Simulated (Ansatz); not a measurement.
# Relaxing Fe2Ir

Level of theory: DFT PBE, scalar-relativistic, plane waves, PAW in Ansatz 0.2.0. Cutoff 420 eV, Γ-centred k mesh, Gaussian smearing, no spin polarisation in the final step.

The start puts Fe2Ir on the fluorite structure type (Fm-3m, No. 225), with Ir in place of Ca, Fe in place of F, at a guessed volume.

```
Fe Ir
1.0
     0.00000    2.58243    2.58243
     2.58243    0.00000    2.58243
     2.58243    2.58243    0.00000
Fe Ir
2 1
Direct
  0.25000 0.25000 0.25000
  0.75000 0.75000 0.75000
  0.00000 0.00000 0.00000
```

Cell and atoms relax at zero pressure; the relaxation can't lower the symmetry of the start. After a coarse first stage the cell is made exact in the group found at 0.06 Å.

Formation energies are uncorrected and refer to the elements' standard structures at the same level.

**Question.** Which crystal results?

**Answer.** It keeps Fm-3m (No. 225). The result has the fluorite structure. Conventional cell: a = 5.557 Å. Around Fe lie 4 Ir at 2.41 Å and 6 Fe at 2.78 Å; Ir is coordinated by 8 Fe at 2.41 Å.

```xyz
3
Lattice="0.0000 2.7784 2.7784 2.7784 0.0000 2.7784 2.7784 2.7784 0.0000" Properties=species:S:1:pos:R:3 pbc="T T T"
Fe    1.3892    1.3892    1.3892
Fe    4.1676    4.1676    4.1676
Ir    0.0000    0.0000    0.0000
```

**Question.** What are its volume, energy, density and gap?

**Answer.** The volume per atom is 14.30 Å³. The density is 11.76 g/cm³ and the energy over the elements is 0.72 eV/atom. The gap on the 14×14×14 mesh is 0 eV (a metal).

The final run used a 14×14×14 mesh on its 3-atom cell and 0.10 eV smearing. For metals, differences of a few meV/atom aren't resolved. Spin–orbit coupling is left out. Symmetry constrained the relaxation, so the result can be a saddle point.

Cost: 3 runs of about 0.34 core-minutes in all, on Intel Xeon 6975P-C (Granite Rapids) (shared hosts).